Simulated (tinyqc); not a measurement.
Inside a calculation (part 3 of 3). Method: UHF in the sto-3g basis, for CH2, spin multiplicity 3. Computed by tinyqc, a small Python program that keeps every step (integrals from PySCF). Command: `OMP_NUM_THREADS=1 python tinyqc.py 27952 27953 out.jsonl` (the two numbers bound the seeds that draw the settings). One thread of a shared host (Intel(R) Xeon(R) Processor @ 2.60GHz), about 0.2 s of CPU time with the checks.

Geometry (angstrom):
```
atom         x          y         z
C     0.000000   0.000000  0.000000
H     0.000000   1.301000  0.720000
H     0.000000  -1.289000  0.713000
```

## Convergence

Stop when the energy changes by less than 1e-09 hartree and every element of the error matrix X^T (F D S - S D F) X (for each spin) is below 9e-06.

Course of the cycle:
```
iteration   E (hartree)     change  largest element of the error matrix
1          -37.92147224          -                             2.27e-01
2          -38.26510487  -3.44e-01                             5.34e-02
3          -38.28216229  -1.71e-02                             1.63e-02
4          -38.28505304  -2.89e-03                             5.18e-03
5          -38.28523084  -1.78e-04                             9.12e-04
6          -38.28524427  -1.34e-05                             6.89e-04
7          -38.28525421  -9.94e-06                             5.58e-04
8          -38.28527447  -2.03e-05                             1.54e-04
9          -38.28527476  -2.88e-07                             8.08e-05
10         -38.28527486  -1.07e-07                             4.38e-05
11         -38.28527493  -6.27e-08                             4.21e-05
12         -38.28527505  -1.20e-07                             2.77e-05
13         -38.28527509  -3.78e-08                             1.84e-05
14         -38.28527509  -6.15e-09                             1.21e-05
15         -38.28527510  -4.54e-09                             1.03e-05
16         -38.28527510  -4.16e-09                             5.77e-06
17         -38.28527510  -5.67e-10                             2.04e-06
```

PySCF UHF in the same basis, after a stability check = -38.28527510 hartree

Converged in 17 iterations.

## Populations, bond orders and dipole

D(alpha) after iteration 17, order 1C 1s, 1C 2s, 1C 2px, 1C 2py, 1C 2pz, 2H 1s, 3H 1s:
$$\begin{pmatrix}
1.055518 & -0.222857 & 0.000000 & -0.000809 & 0.062660 & -0.027135 & -0.027044 \\
-0.222857 & 0.909646 & 0.000000 & 0.003759 & -0.279971 & 0.056657 & 0.054156 \\
0.000000 & 0.000000 & 1.000000 & 0.000000 & 0.000000 & 0.000000 & 0.000000 \\
-0.000809 & 0.003759 & 0.000000 & 0.342480 & 0.002836 & 0.256526 & -0.257489 \\
0.062660 & -0.279971 & 0.000000 & 0.002836 & 0.652422 & 0.253047 & 0.251619 \\
-0.027135 & 0.056657 & 0.000000 & 0.256526 & 0.253047 & 0.321818 & -0.061211 \\
-0.027044 & 0.054156 & 0.000000 & -0.257489 & 0.251619 & -0.061211 & 0.327264
\end{pmatrix}$$

D(beta) after iteration 17, order 1C 1s, 1C 2s, 1C 2px, 1C 2py, 1C 2pz, 2H 1s, 3H 1s:
$$\begin{pmatrix}
1.028205 & -0.110178 & 0.000000 & 0.000749 & -0.028826 & -0.073011 & -0.073664 \\
-0.110178 & 0.446992 & 0.000000 & -0.002481 & 0.102207 & 0.233051 & 0.234559 \\
0.000000 & 0.000000 & 0.000000 & 0.000000 & 0.000000 & 0.000000 & 0.000000 \\
0.000749 & -0.002481 & 0.000000 & 0.194821 & -0.000413 & 0.236127 & -0.233399 \\
-0.028826 & 0.102207 & 0.000000 & -0.000413 & 0.023384 & 0.053533 & 0.053507 \\
-0.073011 & 0.233051 & 0.000000 & 0.236127 & 0.053533 & 0.411109 & -0.160328 \\
-0.073664 & 0.234559 & 0.000000 & -0.233399 & 0.053507 & -0.160328 & 0.399857
\end{pmatrix}$$

overlap S, order 1C 1s, 1C 2s, 1C 2px, 1C 2py, 1C 2pz, 2H 1s, 3H 1s:
$$\begin{pmatrix}
1.000000 & 0.248362 & 0.000000 & 0.000000 & 0.000000 & 0.025218 & 0.026004 \\
0.248362 & 1.000000 & 0.000000 & 0.000000 & 0.000000 & 0.291254 & 0.297144 \\
0.000000 & 0.000000 & 1.000000 & 0.000000 & 0.000000 & 0.000000 & 0.000000 \\
0.000000 & 0.000000 & 0.000000 & 1.000000 & 0.000000 & 0.277749 & -0.282297 \\
0.000000 & 0.000000 & 0.000000 & 0.000000 & 1.000000 & 0.153712 & 0.156150 \\
0.025218 & 0.291254 & 0.000000 & 0.277749 & 0.153712 & 1.000000 & 0.041743 \\
0.026004 & 0.297144 & 0.000000 & -0.282297 & 0.156150 & 0.041743 & 1.000000
\end{pmatrix}$$

Mulliken: Z minus the diagonal of D S on the atom; Loewdin: the same with S^(1/2) D S^(1/2); Mayer order: 2 sum_s sum (D(s) S)_ij (D(s) S)_ji over the two atoms.

Charges (e):
```
atom   Mulliken    Loewdin  Mulliken spin
1C    -0.023244  -0.005095       2.182151
2H     0.010509   0.001636      -0.099038
3H     0.012735   0.003458      -0.083113
```

Mayer bond orders:
```
pair     order
2-1   0.945767
3-1   0.948616
3-2   0.044314
```

dipole moment about the origin, x y z (debye): [0.000000, -0.007645, 0.154216]

<S^2> of the determinant (pure state: 2) = 2.037336
